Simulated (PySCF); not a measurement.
Simulated outer-valence photoelectron spectrum of borane phosphine (`[PH3+][BH3-]`). Level of theory: EOM-IP-CCSD/aug-cc-pVDZ in PySCF, restricted Hartree–Fock reference, frozen core, non-relativistic, gas phase, PBE0-D3(BJ)/def2-SVP geometry.

Each root has a Gaussian of 0.8 eV full width with its one-hole share as area; cross sections and vibrations are left out, and the highest printed point is 100.

ionisation energy (eV), intensity and a bar:
```
     10.0          0 
     10.2          2 #
     10.4          9 ###
     10.6         26 ########
     10.8         56 #################
     11.0         88 ##########################
     11.2        100 ##############################
     11.4         85 #########################
     11.6         53 ################
     11.8         25 ########
     12.0          9 ###
     12.2          2 #
     12.4          0 
     12.6          0 
     12.8          0 
     13.0          0 
     13.2          0 
     13.4          0 
     13.6          0 
     13.8          0 
     14.0          1 
     14.2          3 #
     14.4         11 ###
     14.6         28 #########
     14.8         53 ################
     15.0         70 #####################
     15.2         65 ###################
     15.4         43 #############
     15.6         20 ######
     15.8          7 ##
     16.0          2 #
     16.2          2 #
     16.4          7 ##
     16.6         17 #####
     16.8         28 ########
     17.0         33 ##########
     17.2         27 ########
     17.4         16 #####
     17.6          7 ##
     17.8          2 #
     18.0          0
```

Where are the maxima, and how many lines lie under the curve?

3 maxima, at 11.2, 15.1 and 17.0 eV, from 4 lines (6 roots with degenerate partners counted). At this width some lines have no maximum of their own.

List the lines with their holes.

```csv
E (eV),leading hole (HF orbital),area,Koopmans (eV)
11.10,HOMO/HOMO-1,1.90,11.81
11.38,HOMO-2,0.96,11.92
15.06,HOMO-3/HOMO-4,1.88,15.83
16.99,HOMO-5,0.88,18.83
```

The widest gap, 3.68 eV, lies between 11.38 and 15.06 eV. Only orbitals with −ε under 21 eV, eight at most, were ionised, so the high end of the curve may lack lines.
